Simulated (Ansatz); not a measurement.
Process, species as SMILES: CO (CH3-OH) → C atom + 4 H atom + O atom
B3LYP-D3(BJ)/def2-TZVP geometries, fixed; electronic energies without zero-point terms.

Basis-set convergence of the atomisation energy at PBE with Ansatz (a quantum-chemistry and plane-wave program). All functions are spherical. The program fits the integrals of some runs and decomposes those of others, by size. Open shells are unrestricted. No added dispersion term, no relativity. Functions are those of the species that has most. Reference: the value in aug-pcseg-3, 520.28 kcal/mol, itself unsure by roughly 0.16 kcal/mol (its mean distance from aug-cc-pVQZ, cc-pV5Z, def2-QZVPPD).

```
basis        functions  atomisation energy (kcal/mol)
-----------  ---------  -----------------------------
3-21G               26                     (withheld)
cc-pVDZ             48                     (withheld)
6-311G**            60                         515.92
aug-cc-pVDZ         82                     (withheld)
aug-cc-pVTZ        184                     (withheld)
pcseg-3            252                         520.25
aug-cc-pVQZ        344                         520.42
aug-pcseg-3        366                         520.28
cc-pV5Z            402                         520.22
```

Task: Complete the blanks.

Result: 
- 3-21G, atomisation energy (kcal/mol): 501.78
- cc-pVDZ, atomisation energy (kcal/mol): 510.09
- aug-cc-pVDZ, atomisation energy (kcal/mol): 513.94
- aug-cc-pVTZ, atomisation energy (kcal/mol): 519.46
